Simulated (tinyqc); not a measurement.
Inside a calculation. Method: CIS and TDHF on RHF in the sto-3g basis, for H2F+, spin multiplicity 1. Computed by tinyqc, a small Python program that keeps every step (integrals from PySCF). Settings: charge = 1, multiplicity = 1, basis = sto-3g, method = RHF, energy threshold = 1e-10, iteration cap = 75, orthogonalisation = symmetric, start = Wolfsberg-Helmholz matrix, DIIS depth = 6, TDHF = 1. Command: `OMP_NUM_THREADS=1 python tinyqc.py 27989 27990 out.jsonl` (the two numbers bound the seeds that draw the settings). One thread of a shared host (Intel(R) Xeon(R) Processor @ 2.60GHz), about 0.07 s of CPU time with the checks. The early iterations of the SCF are left out here.

## One-electron integrals

Geometry (angstrom):
```
atom,x,y,z
F,0.0000,0.0000,0.0000
H,0.0000,0.8080,0.6420
H,0.0000,-0.8080,0.6420
```

Basis sto-3g: exponents (1/bohr^2) and contraction coefficients of normalised primitives:
```
element,l (shell),exponent,coefficient
F,s (1),166.6791,0.1543
F,s (1),30.3608,0.5353
F,s (1),8.2168,0.4446
F,s (2),6.4648,-0.1000
F,s (2),1.5023,0.3995
F,s (2),0.4886,0.7001
F,p (3),6.4648,0.1559
F,p (3),1.5023,0.6077
F,p (3),0.4886,0.3920
H,s (1),3.4253,0.1543
H,s (1),0.6239,0.5353
H,s (1),0.1689,0.4446
```

Overlap, kinetic and nuclear-attraction integrals over the contracted functions; the nuclear repulsion is the sum of Za Zb / Rab.

nuclear repulsion = 9.557279 hartree

overlap S:
```
,1F 1s,1F 2s,1F 2px,1F 2py,1F 2pz,2H 1s,3H 1s
1F 1s,1.0000,0.2380,0.0000,0.0000,0.0000,0.0376,0.0376
1F 2s,0.2380,1.0000,0.0000,0.0000,0.0000,0.3755,0.3755
1F 2px,0.0000,0.0000,1.0000,0.0000,0.0000,0.0000,0.0000
1F 2py,0.0000,0.0000,0.0000,1.0000,0.0000,0.2411,-0.2411
1F 2pz,0.0000,0.0000,0.0000,0.0000,1.0000,0.1915,0.1915
2H 1s,0.0376,0.3755,0.0000,0.2411,0.1915,1.0000,0.2169
3H 1s,0.0376,0.3755,0.0000,-0.2411,0.1915,0.2169,1.0000
```

kinetic energy T (hartree):
```
,1F 1s,1F 2s,1F 2px,1F 2py,1F 2pz,2H 1s,3H 1s
1F 1s,36.9846,-0.2129,0.0000,0.0000,0.0000,-0.0059,-0.0059
1F 2s,-0.2129,1.0380,0.0000,0.0000,0.0000,0.0753,0.0753
1F 2px,0.0000,0.0000,3.2480,0.0000,0.0000,0.0000,0.0000
1F 2py,0.0000,0.0000,0.0000,3.2480,0.0000,0.1504,-0.1504
1F 2pz,0.0000,0.0000,0.0000,0.0000,3.2480,0.1195,0.1195
2H 1s,-0.0059,0.0753,0.0000,0.1504,0.1195,0.7600,0.0015
3H 1s,-0.0059,0.0753,0.0000,-0.1504,0.1195,0.0015,0.7600
```

nuclear attraction V (hartree):
```
,1F 1s,1F 2s,1F 2px,1F 2py,1F 2pz,2H 1s,3H 1s
1F 1s,-78.0351,-9.4209,0.0000,0.0000,-0.0148,-1.5273,-1.5273
1F 2s,-9.4209,-12.5635,0.0000,0.0000,-0.1811,-3.5645,-3.5645
1F 2px,0.0000,0.0000,-12.4122,0.0000,0.0000,0.0000,0.0000
1F 2py,0.0000,0.0000,0.0000,-12.5191,0.0000,-1.9786,1.9786
1F 2pz,-0.0148,-0.1811,0.0000,0.0000,-12.4797,-1.6253,-1.6253
2H 1s,-1.5273,-3.5645,0.0000,-1.9786,-1.6253,-6.0431,-1.4572
3H 1s,-1.5273,-3.5645,0.0000,1.9786,-1.6253,-1.4572,-6.0431
```

core Hamiltonian H = T + V (hartree):
```
,1F 1s,1F 2s,1F 2px,1F 2py,1F 2pz,2H 1s,3H 1s
1F 1s,-41.0505,-9.6337,0.0000,0.0000,-0.0148,-1.5332,-1.5332
1F 2s,-9.6337,-11.5255,0.0000,0.0000,-0.1811,-3.4892,-3.4892
1F 2px,0.0000,0.0000,-9.1642,0.0000,0.0000,0.0000,0.0000
1F 2py,0.0000,0.0000,0.0000,-9.2711,0.0000,-1.8282,1.8282
1F 2pz,-0.0148,-0.1811,0.0000,0.0000,-9.2317,-1.5058,-1.5058
2H 1s,-1.5332,-3.4892,0.0000,-1.8282,-1.5058,-5.2831,-1.4557
3H 1s,-1.5332,-3.4892,0.0000,1.8282,-1.5058,-1.4557,-5.2831
```

## Two-electron integrals

Functions are numbered as in S; the eight-fold symmetry (ij|kl) = (ji|kl) = (kl|ij) leaves the list below.

Two-electron integrals (ij|kl) in chemists' order, unique and non-zero (hartree):
```
i,j,k,l,(ij|kl)
1,1,1,1,5.4035
2,1,1,1,0.8419
2,1,2,1,0.1563
2,2,1,1,1.2680
2,2,2,1,0.2923
2,2,2,2,0.9262
3,1,3,1,0.0280
3,2,3,1,0.0432
3,2,3,2,0.2046
3,3,1,1,1.2645
3,3,2,1,0.2924
3,3,2,2,0.9260
3,3,3,3,0.9975
4,1,4,1,0.0280
4,2,4,1,0.0432
4,2,4,2,0.2046
4,3,4,3,0.0538
4,4,1,1,1.2645
4,4,2,1,0.2924
4,4,2,2,0.9260
4,4,3,3,0.8900
4,4,4,4,0.9975
5,1,5,1,0.0280
5,2,5,1,0.0432
5,2,5,2,0.2046
5,3,5,3,0.0538
5,4,5,4,0.0538
5,5,1,1,1.2645
5,5,2,1,0.2924
5,5,2,2,0.9260
5,5,3,3,0.8900
5,5,4,4,0.8900
5,5,5,5,0.9975
6,1,1,1,0.1348
6,1,2,1,0.0248
6,1,2,2,0.0461
6,1,3,3,0.0461
6,1,4,1,0.0008
6,1,4,2,0.0015
6,1,4,4,0.0462
6,1,5,1,0.0006
6,1,5,2,0.0012
6,1,5,4,1.07e-04
6,1,5,5,0.0461
6,1,6,1,0.0040
6,2,1,1,0.3425
6,2,2,1,0.0800
6,2,2,2,0.2830
6,2,3,3,0.2788
6,2,4,1,0.0043
6,2,4,2,0.0334
6,2,4,4,0.2863
6,2,5,1,0.0034
6,2,5,2,0.0265
6,2,5,4,0.0059
6,2,5,5,0.2835
6,2,6,1,0.0129
6,2,6,2,0.1065
6,3,3,1,0.0084
6,3,3,2,0.0496
6,3,4,3,0.0070
6,3,5,3,0.0056
6,3,6,3,0.0158
6,4,1,1,0.1828
6,4,2,1,0.0433
6,4,2,2,0.1638
6,4,3,3,0.1568
6,4,4,1,0.0104
6,4,4,2,0.0679
6,4,4,4,0.1750
6,4,5,1,0.0016
6,4,5,2,0.0146
6,4,5,4,0.0089
6,4,5,5,0.1594
6,4,6,1,0.0073
6,4,6,2,0.0756
6,4,6,4,0.0690
6,5,1,1,0.1453
6,5,2,1,0.0344
6,5,2,2,0.1301
6,5,3,3,0.1246
6,5,4,1,0.0016
6,5,4,2,0.0146
6,5,4,4,0.1278
6,5,5,1,0.0096
6,5,5,2,0.0612
6,5,5,4,0.0096
6,5,5,5,0.1378
6,5,6,1,0.0058
6,5,6,2,0.0601
6,5,6,4,0.0423
6,5,6,5,0.0494
6,6,1,1,0.4985
6,6,2,1,0.1184
6,6,2,2,0.4829
6,6,3,3,0.4664
6,6,4,1,0.0079
6,6,4,2,0.0872
6,6,4,4,0.4964
6,6,5,1,0.0063
6,6,5,2,0.0693
6,6,5,4,0.0238
6,6,5,5,0.4853
6,6,6,1,0.0192
6,6,6,2,0.2334
6,6,6,4,0.1925
6,6,6,5,0.1530
6,6,6,6,0.7746
7,1,1,1,0.1348
7,1,2,1,0.0248
7,1,2,2,0.0461
7,1,3,3,0.0461
7,1,4,1,-0.0008
7,1,4,2,-0.0015
7,1,4,4,0.0462
7,1,5,1,0.0006
7,1,5,2,0.0012
7,1,5,4,-1.07e-04
7,1,5,5,0.0461
7,1,6,1,0.0039
7,1,6,2,0.0126
7,1,6,4,0.0065
7,1,6,5,0.0056
7,1,6,6,0.0186
7,1,7,1,0.0040
7,2,1,1,0.3425
7,2,2,1,0.0800
7,2,2,2,0.2830
7,2,3,3,0.2788
7,2,4,1,-0.0043
7,2,4,2,-0.0334
7,2,4,4,0.2863
7,2,5,1,0.0034
7,2,5,2,0.0265
7,2,5,4,-0.0059
7,2,5,5,0.2835
7,2,6,1,0.0126
7,2,6,2,0.0884
7,2,6,4,0.0430
7,2,6,5,0.0485
7,2,6,6,0.1600
7,2,7,1,0.0129
7,2,7,2,0.1065
7,3,3,1,0.0084
7,3,3,2,0.0496
7,3,4,3,-0.0070
7,3,5,3,0.0056
7,3,6,3,0.0127
7,3,7,3,0.0158
7,4,1,1,-0.1828
7,4,2,1,-0.0433
7,4,2,2,-0.1638
7,4,3,3,-0.1568
7,4,4,1,0.0104
7,4,4,2,0.0679
7,4,4,4,-0.1750
7,4,5,1,-0.0016
7,4,5,2,-0.0146
7,4,5,4,0.0089
7,4,5,5,-0.1594
7,4,6,1,-0.0065
7,4,6,2,-0.0430
7,4,6,4,-0.0085
7,4,6,5,-0.0231
7,4,6,6,-0.0696
7,4,7,1,-0.0073
7,4,7,2,-0.0756
7,4,7,4,0.0690
7,5,1,1,0.1453
7,5,2,1,0.0344
7,5,2,2,0.1301
7,5,3,3,0.1246
7,5,4,1,-0.0016
7,5,4,2,-0.0146
7,5,4,4,0.1278
7,5,5,1,0.0096
7,5,5,2,0.0612
7,5,5,4,-0.0096
7,5,5,5,0.1378
7,5,6,1,0.0056
7,5,6,2,0.0485
7,5,6,4,0.0231
7,5,6,5,0.0390
7,5,6,6,0.0971
7,5,7,1,0.0058
7,5,7,2,0.0601
7,5,7,4,-0.0423
7,5,7,5,0.0494
7,6,1,1,0.1315
7,6,2,1,0.0311
7,6,2,2,0.1211
7,6,3,3,0.1186
7,6,4,4,0.1206
7,6,5,1,0.0020
7,6,5,2,0.0196
7,6,5,5,0.1239
7,6,6,1,0.0050
7,6,6,2,0.0467
7,6,6,4,0.0289
7,6,6,5,0.0301
7,6,6,6,0.1126
7,6,7,1,0.0050
7,6,7,2,0.0467
7,6,7,4,-0.0289
7,6,7,5,0.0301
7,6,7,6,0.0260
7,7,1,1,0.4985
7,7,2,1,0.1184
7,7,2,2,0.4829
7,7,3,3,0.4664
7,7,4,1,-0.0079
7,7,4,2,-0.0872
7,7,4,4,0.4964
7,7,5,1,0.0063
7,7,5,2,0.0693
7,7,5,4,-0.0238
7,7,5,5,0.4853
7,7,6,1,0.0186
7,7,6,2,0.1600
7,7,6,4,0.0696
7,7,6,5,0.0971
7,7,6,6,0.3231
7,7,7,1,0.0192
7,7,7,2,0.2334
7,7,7,4,-0.1925
7,7,7,5,0.1530
7,7,7,6,0.1126
7,7,7,7,0.7746
```

## Orthogonalisation

S = U s U^T; symmetric (Loewdin) form X = U s^(-1/2) U^T, so that X^T S X = 1.

eigenvalues of S: 0.4683  0.5338  0.8940  1.0000  1.0974  1.2493  1.7572

X:
```
,1F 1s,1F 2s,1F 2px,1F 2py,1F 2pz,2H 1s,3H 1s
1F 1s,1.0237,-0.1360,0.0000,0.0000,-0.0062,0.0174,0.0174
1F 2s,-0.1360,1.1432,0.0000,0.0000,0.0603,-0.2049,-0.2049
1F 2px,0.0000,0.0000,1.0000,0.0000,0.0000,0.0000,0.0000
1F 2py,0.0000,0.0000,0.0000,1.0598,0.0000,-0.1597,0.1597
1F 2pz,-0.0062,0.0603,0.0000,0.0000,1.0301,-0.1025,-0.1025
2H 1s,0.0174,-0.2049,0.0000,-0.1597,-0.1025,1.1172,-0.0863
3H 1s,0.0174,-0.2049,0.0000,0.1597,-0.1025,-0.0863,1.1172
```

## Iteration 8 (converged): orbitals

converged F (hartree):
```
,1F 1s,1F 2s,1F 2px,1F 2py,1F 2pz,2H 1s,3H 1s
1F 1s,-26.6147,-6.7865,0.0000,0.0000,-0.0235,-1.0893,-1.0893
1F 2s,-6.7865,-3.6261,0.0000,0.0000,-0.1181,-1.1407,-1.1407
1F 2px,0.0000,0.0000,-1.0362,0.0000,0.0000,0.0000,0.0000
1F 2py,0.0000,0.0000,0.0000,-0.9622,0.0000,-0.4937,0.4937
1F 2pz,-0.0235,-0.1181,0.0000,0.0000,-0.9940,-0.4455,-0.4455
2H 1s,-1.0893,-1.1407,0.0000,-0.4937,-0.4455,-0.8248,-0.3927
3H 1s,-1.0893,-1.1407,0.0000,0.4937,-0.4455,-0.3927,-0.8248
```

Diagonalise F' = X^T F X, C = X C', fill 5 alpha and 5 beta electrons from the bottom; D = 2 C_occ C_occ^T. Each column has its largest component positive (the first on a tie).

F' = X^T F X (hartree):
```
,1,2,3,4,5,6,7
1,-26.1357,-3.4382,0.0000,0.0000,-0.0443,-0.1337,-0.1337
2,-3.4382,-2.2732,0.0000,0.0000,0.0385,-0.4593,-0.4593
3,0.0000,0.0000,-1.0362,0.0000,0.0000,0.0000,0.0000
4,0.0000,0.0000,0.0000,-0.7685,0.0000,-0.4090,0.4090
5,-0.0443,0.0385,0.0000,0.0000,-0.8901,-0.2997,-0.2997
6,-0.1337,-0.4593,0.0000,-0.4090,-0.2997,-0.3849,-0.0895
7,-0.1337,-0.4593,0.0000,0.4090,-0.2997,-0.0895,-0.3849
```

orbital energies (hartree): MO1 -26.6242, MO2 -2.0438, MO3 -1.1569, MO4 -1.0748, MO5 -1.0362, MO6 -0.0306, MO7 0.0931

coefficients C:
```
,MO1,MO2,MO3,MO4,MO5,MO6,MO7
1F 1s,0.9947,-0.2500,0.0000,0.0699,0.0000,0.1009,0.0000
1F 2s,0.0225,0.9476,0.0000,-0.3493,0.0000,-0.6265,0.0000
1F 2px,0.0000,0.0000,0.0000,0.0000,1.0000,0.0000,0.0000
1F 2py,0.0000,0.0000,0.7540,0.0000,0.0000,0.0000,-0.7783
1F 2pz,0.0024,0.1096,0.0000,0.8535,0.0000,-0.5876,0.0000
2H 1s,-0.0039,0.0838,0.3418,0.2264,0.0000,0.7252,0.7956
3H 1s,-0.0039,0.0838,-0.3418,0.2264,0.0000,0.7252,-0.7956
```

D after iteration 8:
```
,1F 1s,1F 2s,1F 2px,1F 2py,1F 2pz,2H 1s,3H 1s
1F 1s,2.1138,-0.4778,0.0000,0.0000,0.0694,-0.0181,-0.0181
1F 2s,-0.4778,2.0409,0.0000,0.0000,-0.3884,0.0006,0.0006
1F 2px,0.0000,0.0000,2.0000,0.0000,0.0000,0.0000,0.0000
1F 2py,0.0000,0.0000,0.0000,1.1371,0.0000,0.5154,-0.5154
1F 2pz,0.0694,-0.3884,0.0000,0.0000,1.4808,0.4047,0.4047
2H 1s,-0.0181,0.0006,0.0000,0.5154,0.4047,0.3502,-0.1171
3H 1s,-0.0181,0.0006,0.0000,-0.5154,0.4047,-0.1171,0.3502
```

## Convergence

Stop when the energy changes by less than 1e-10 hartree and every element of the error matrix X^T (F D S - S D F) X is below 3e-06.

Course of the cycle:
```
iteration,E (hartree),change,largest element of the error matrix
1,-98.566038,-,4.67e-01
2,-98.838661,-2.73e-01,1.12e-01
3,-98.855154,-1.65e-02,1.97e-02
4,-98.855677,-5.23e-04,3.81e-03
5,-98.855704,-2.67e-05,1.22e-03
6,-98.855708,-4.62e-06,1.04e-05
7,-98.855708,-1.89e-10,6.44e-08
8,-98.855708,-8.53e-14,3.28e-08
```

PySCF RHF in the same basis = -98.855708 hartree

Converged in 8 iterations.

## Integrals over molecular orbitals

(pq|rs) = sum C_ip C_jq C_kr C_ls (ij|kl), one index at a time.

one-electron integrals over orbitals h = C^T H C (hartree):
```
,1,2,3,4,5,6,7
1,-41.0327,0.6896,0.0000,-0.1826,0.0000,-0.2677,0.0000
2,0.6896,-9.6281,0.0000,0.3701,0.0000,1.3437,0.0000
3,0.0000,0.0000,-8.0498,0.0000,0.0000,0.0000,2.1384
4,-0.1826,0.3701,0.0000,-8.6022,0.0000,1.4945,0.0000
5,0.0000,0.0000,0.0000,0.0000,-9.1642,0.0000,0.0000
6,-0.2677,1.3437,0.0000,1.4945,0.0000,-5.6724,0.0000
7,0.0000,0.0000,2.1384,0.0000,0.0000,0.0000,-5.9328
```

Two-electron integrals over orbitals (pq|rs), unique and non-zero (hartree):
```
p,q,r,s,(pq|rs)
1,1,1,1,5.3626
2,1,1,1,-0.5033
2,1,2,1,0.0751
2,2,1,1,1.2036
2,2,2,1,-0.0192
2,2,2,2,0.8603
3,1,3,1,0.0177
3,2,3,1,0.0262
3,2,3,2,0.1574
3,3,1,1,0.9928
3,3,2,1,-0.0083
3,3,2,2,0.7601
3,3,3,3,0.7369
4,1,1,1,0.1398
4,1,2,1,-0.0178
4,1,2,2,0.0145
4,1,3,3,0.0053
4,1,4,1,0.0279
4,2,1,1,-0.1012
4,2,2,1,0.0084
4,2,2,2,0.0008
4,2,3,3,-0.0082
4,2,4,1,0.0285
4,2,4,2,0.1568
4,3,3,1,-0.0042
4,3,3,2,0.0049
4,3,4,3,0.0499
4,4,1,1,1.1376
4,4,2,1,-0.0143
4,4,2,2,0.8035
4,4,3,3,0.7081
4,4,4,1,-0.0106
4,4,4,2,-0.0906
4,4,4,4,0.8697
5,1,5,1,0.0296
5,2,5,1,0.0391
5,2,5,2,0.1813
5,3,5,3,0.0385
5,4,5,1,-0.0102
5,4,5,2,-0.0369
5,4,5,4,0.0542
5,5,1,1,1.2640
5,5,2,1,-0.0142
5,5,2,2,0.8802
5,5,3,3,0.7489
5,5,4,1,0.0040
5,5,4,2,-0.0556
5,5,4,4,0.8241
5,5,5,5,0.9975
6,1,1,1,0.2035
6,1,2,1,-0.0323
6,1,2,2,0.0031
6,1,3,3,0.0020
6,1,4,1,-0.0057
6,1,4,2,-0.0202
6,1,4,4,0.0139
6,1,5,5,0.0056
6,1,6,1,0.0215
6,2,1,1,-0.2844
6,2,2,1,0.0069
6,2,2,2,-0.1463
6,2,3,3,-0.0931
6,2,4,1,-0.0184
6,2,4,2,-0.0435
6,2,4,4,-0.0938
6,2,5,5,-0.1485
6,2,6,1,0.0063
6,2,6,2,0.0794
6,3,3,1,-0.0043
6,3,3,2,0.0196
6,3,4,3,0.0169
6,3,6,3,0.0622
6,4,1,1,-0.2878
6,4,2,1,0.0039
6,4,2,2,-0.1496
6,4,3,3,-0.0927
6,4,4,1,-0.0043
6,4,4,2,0.0214
6,4,4,4,-0.1585
6,4,5,5,-0.1583
6,4,6,1,1.52e-04
6,4,6,2,0.0609
6,4,6,4,0.0847
6,5,5,1,-0.0131
6,5,5,2,-0.0509
6,5,5,4,-0.0086
6,5,6,5,0.0264
6,6,1,1,0.7148
6,6,2,1,-0.0056
6,6,2,2,0.5832
6,6,3,3,0.5587
6,6,4,1,0.0163
6,6,4,2,0.0676
6,6,4,4,0.5449
6,6,5,5,0.5564
6,6,6,1,-0.0060
6,6,6,2,-0.0606
6,6,6,4,-0.0315
6,6,6,6,0.5512
7,1,3,1,-0.0167
7,1,3,2,-0.0236
7,1,4,3,0.0040
7,1,6,3,0.0037
7,1,7,1,0.0158
7,2,3,1,-0.0172
7,2,3,2,-0.0636
7,2,4,3,0.0256
7,2,6,3,0.0272
7,2,7,1,0.0156
7,2,7,2,0.0546
7,3,1,1,-0.4201
7,3,2,1,0.0084
7,3,2,2,-0.2027
7,3,3,3,-0.1632
7,3,4,1,0.0013
7,3,4,2,0.0633
7,3,4,4,-0.1919
7,3,5,5,-0.2284
7,3,6,1,-0.0054
7,3,6,2,0.0683
7,3,6,4,0.0935
7,3,6,6,-0.0206
7,3,7,3,0.1615
7,4,3,1,0.0080
7,4,3,2,0.0597
7,4,4,3,-0.0055
7,4,6,3,0.0428
7,4,7,1,-0.0076
7,4,7,2,-0.0103
7,4,7,4,0.0532
7,5,5,3,-0.0252
7,5,7,5,0.0190
7,6,3,1,0.0093
7,6,3,2,0.0891
7,6,4,3,0.0492
7,6,6,3,0.0754
7,6,7,1,-0.0086
7,6,7,2,0.0095
7,6,7,4,0.0642
7,6,7,6,0.1538
7,7,1,1,0.7774
7,7,2,1,-0.0072
7,7,2,2,0.6062
7,7,3,3,0.6087
7,7,4,1,0.0037
7,7,4,2,0.0118
7,7,4,4,0.5815
7,7,5,5,0.5912
7,7,6,1,0.0019
7,7,6,2,-0.0438
7,7,6,4,-0.0287
7,7,6,6,0.5419
7,7,7,3,-0.0595
7,7,7,7,0.5749
```

## CIS matrix, singlets

A(ia,jb) = (e_a - e_i) d_ij d_ab + 2 (ia|jb) - (ij|ab).

CIS matrix A, singlet (hartree):
```
,1>6,1>7,2>6,2>7,3>6,3>7,4>6,4>7,5>6,5>7
1>6,25.9217,0.0000,0.0183,0.0000,0.0000,-0.0201,-0.0160,0.0000,0.0000,0.0000
1>7,0.0000,25.9714,0.0000,0.0384,-0.0018,0.0000,0.0000,-0.0188,0.0000,0.0000
2>6,0.0183,0.0000,1.5889,0.0000,0.0000,0.0475,0.0542,0.0000,0.0000,0.0000
2>7,0.0000,0.0384,0.0000,1.6398,-0.0346,0.0000,0.0000,-0.0324,0.0000,0.0000
3>6,0.0000,-0.0018,0.0000,-0.0346,0.6921,0.0000,0.0000,0.0364,0.0000,0.0000
3>7,-0.0201,0.0000,0.0475,0.0000,0.0000,0.9643,0.1378,0.0000,0.0000,0.0000
4>6,-0.0160,0.0000,0.0542,0.0000,0.0000,0.1378,0.6687,0.0000,0.0000,0.0000
4>7,0.0000,-0.0188,0.0000,-0.0324,0.0364,0.0000,0.0000,0.6927,0.0000,0.0000
5>6,0.0000,0.0000,0.0000,0.0000,0.0000,0.0000,0.0000,0.0000,0.5020,0.0000
5>7,0.0000,0.0000,0.0000,0.0000,0.0000,0.0000,0.0000,0.0000,0.0000,0.5762
```

## CIS singlet states

dipole integrals <i|r|a> (bohr):
```
,x,y,z
1>6,0.0000,0.0000,-0.0323
1>7,0.0000,-0.0414,0.0000
2>6,0.0000,0.0000,0.0659
2>7,0.0000,0.0863,0.0000
3>6,0.0000,0.7638,0.0000
3>7,0.0000,0.0000,0.5935
4>6,0.0000,0.0000,0.4776
4>7,0.0000,0.6084,0.0000
5>6,-0.0193,0.0000,0.0000
5>7,0.0000,0.0000,0.0000
```

Diagonalise A (1 hartree = 27.211386 eV); each vector has its largest component positive (the first on a tie). The transition dipole is mu = sqrt2 sum c_ia <i|r|a>.

singlet excitation energies (eV): 13.6595  15.6782  16.6874  17.8523  19.7640  27.5227  43.4584  44.6875  705.3673  706.7208

lowest vectors:
```
,state 1,state 2,state 3,state 4,state 5,state 6
1>6,0.0000,0.0000,0.0003,0.0000,0.0000,0.0011
1>7,0.0000,0.0000,0.0000,-0.0005,0.0005,0.0000
2>6,0.0000,0.0000,-0.0342,0.0000,0.0000,-0.1098
2>7,0.0000,0.0000,0.0000,0.0019,0.0518,0.0000
3>6,0.0000,0.0000,0.0000,0.7107,0.7024,0.0000
3>7,0.0000,0.0000,-0.3612,0.0000,0.0000,0.9281
4>6,0.0000,0.0000,0.9318,0.0000,0.0000,0.3558
4>7,0.0000,0.0000,0.0000,-0.7034,0.7099,0.0000
5>6,1.0000,0.0000,0.0000,0.0000,0.0000,0.0000
5>7,0.0000,1.0000,0.0000,0.0000,0.0000,0.0000
```

oscillator strengths 2/3 w |mu|^2: 0.0002  0.0000  0.0427  0.0116  0.9165  0.6866

## TDHF (RPA) singlet states

B(ia,jb) = 2 (ia|jb) - (ib|ja); the squared energies are the eigenvalues of (A - B)(A + B); 1 hartree = 27.211386 eV.

TDHF matrix B, singlet (hartree):
```
,1>6,1>7,2>6,2>7,3>6,3>7,4>6,4>7,5>6,5>7
1>6,0.0215,0.0000,0.0063,0.0000,0.0000,-0.0146,0.0002,0.0000,0.0000,0.0000
1>7,0.0000,0.0158,0.0000,0.0156,0.0129,0.0000,0.0000,-0.0076,0.0000,0.0000
2>6,0.0063,0.0000,0.0794,0.0000,0.0000,0.1094,0.0609,0.0000,0.0000,0.0000
2>7,0.0000,0.0156,0.0000,0.0546,-0.0138,0.0000,0.0000,-0.0103,0.0000,0.0000
3>6,0.0000,0.0129,0.0000,-0.0138,0.0622,0.0000,0.0000,-0.0079,0.0000,0.0000
3>7,-0.0146,0.0000,0.1094,0.0000,0.0000,0.1615,0.1442,0.0000,0.0000,0.0000
4>6,0.0002,0.0000,0.0609,0.0000,0.0000,0.1442,0.0847,0.0000,0.0000,0.0000
4>7,0.0000,-0.0076,0.0000,-0.0103,-0.0079,0.0000,0.0000,0.0532,0.0000,0.0000
5>6,0.0000,0.0000,0.0000,0.0000,0.0000,0.0000,0.0000,0.0000,0.0264,0.0000
5>7,0.0000,0.0000,0.0000,0.0000,0.0000,0.0000,0.0000,0.0000,0.0000,0.0190
```

squared energies w^2 (hartree^2): 0.2513  0.3316  0.3711  0.4261  0.5250  0.9514  2.5147  2.6933  671.9372  674.5183

TDHF energies from the positive w^2 (eV): 13.6405  15.6696  16.5763  17.7619  19.7173  26.5414  43.1517  44.6577  705.3668  706.7202

## CIS matrix, triplets

A(ia,jb) = (e_a - e_i) d_ij d_ab - (ij|ab).

CIS matrix A, triplet (hartree):
```
,1>6,1>7,2>6,2>7,3>6,3>7,4>6,4>7,5>6,5>7
1>6,25.8788,0.0000,0.0056,0.0000,0.0000,-0.0093,-0.0163,0.0000,0.0000,0.0000
1>7,0.0000,25.9399,0.0000,0.0072,-0.0093,0.0000,0.0000,-0.0037,0.0000,0.0000
2>6,0.0056,0.0000,1.4300,0.0000,0.0000,-0.0891,-0.0676,0.0000,0.0000,0.0000
2>7,0.0000,0.0072,0.0000,1.5307,-0.0891,0.0000,0.0000,-0.0118,0.0000,0.0000
3>6,0.0000,-0.0093,0.0000,-0.0891,0.5677,0.0000,0.0000,-0.0492,0.0000,0.0000
3>7,-0.0093,0.0000,-0.0891,0.0000,0.0000,0.6413,-0.0492,0.0000,0.0000,0.0000
4>6,-0.0163,0.0000,-0.0676,0.0000,0.0000,-0.0492,0.4993,0.0000,0.0000,0.0000
4>7,0.0000,-0.0037,0.0000,-0.0118,-0.0492,0.0000,0.0000,0.5864,0.0000,0.0000
5>6,0.0000,0.0000,0.0000,0.0000,0.0000,0.0000,0.0000,0.0000,0.4491,0.0000
5>7,0.0000,0.0000,0.0000,0.0000,0.0000,0.0000,0.0000,0.0000,0.0000,0.5381
```

## CIS triplet states

Diagonalise A (1 hartree = 27.211386 eV); each vector has its largest component positive (the first on a tie).

triplet excitation energies (eV): 12.2214  12.9260  14.1783  14.6414  17.0007  17.7307  39.2924  41.8753  704.1992  705.8615

lowest vectors:
```
,state 1,state 2,state 3,state 4,state 5,state 6
1>6,0.0000,0.0007,0.0000,0.0000,0.0000,0.0001
1>7,0.0000,0.0000,0.0004,0.0000,-0.0001,0.0000
2>6,0.0000,0.0972,0.0000,0.0000,0.0000,0.0781
2>7,0.0000,0.0000,0.0768,0.0000,-0.0493,0.0000
3>6,0.0000,0.0000,0.7896,0.0000,-0.6068,0.0000
3>7,0.0000,0.3301,0.0000,0.0000,0.0000,0.9380
4>6,0.0000,0.9389,0.0000,0.0000,0.0000,-0.3379
4>7,0.0000,0.0000,0.6088,0.0000,0.7933,0.0000
5>6,1.0000,0.0000,0.0000,0.0000,0.0000,0.0000
5>7,0.0000,0.0000,0.0000,1.0000,0.0000,0.0000
```

## TDHF (RPA) triplet states

B(ia,jb) = - (ib|ja); the squared energies are the eigenvalues of (A - B)(A + B); 1 hartree = 27.211386 eV.

TDHF matrix B, triplet (hartree):
```
,1>6,1>7,2>6,2>7,3>6,3>7,4>6,4>7,5>6,5>7
1>6,-0.0215,0.0000,-0.0063,0.0000,0.0000,-0.0037,-0.0002,0.0000,0.0000,0.0000
1>7,0.0000,-0.0158,0.0000,-0.0156,0.0054,0.0000,0.0000,0.0076,0.0000,0.0000
2>6,-0.0063,0.0000,-0.0794,0.0000,0.0000,-0.0272,-0.0609,0.0000,0.0000,0.0000
2>7,0.0000,-0.0156,0.0000,-0.0546,-0.0683,0.0000,0.0000,0.0103,0.0000,0.0000
3>6,0.0000,0.0054,0.0000,-0.0683,-0.0622,0.0000,0.0000,-0.0935,0.0000,0.0000
3>7,-0.0037,0.0000,-0.0272,0.0000,0.0000,-0.1615,-0.0428,0.0000,0.0000,0.0000
4>6,-0.0002,0.0000,-0.0609,0.0000,0.0000,-0.0428,-0.0847,0.0000,0.0000,0.0000
4>7,0.0000,0.0076,0.0000,0.0103,-0.0935,0.0000,0.0000,-0.0532,0.0000,0.0000
5>6,0.0000,0.0000,0.0000,0.0000,0.0000,0.0000,0.0000,0.0000,-0.0264,0.0000
5>7,0.0000,0.0000,0.0000,0.0000,0.0000,0.0000,0.0000,0.0000,0.0000,-0.0190
```

squared energies w^2 (hartree^2): 0.2010  0.2019  0.2461  0.2891  0.3876  0.4055  2.0757  2.3596  669.7139  672.8793

TDHF energies from the positive w^2 (eV): 12.2002  12.2278  13.4989  14.6323  16.9405  17.3274  39.2046  41.7993  704.1989  705.8611
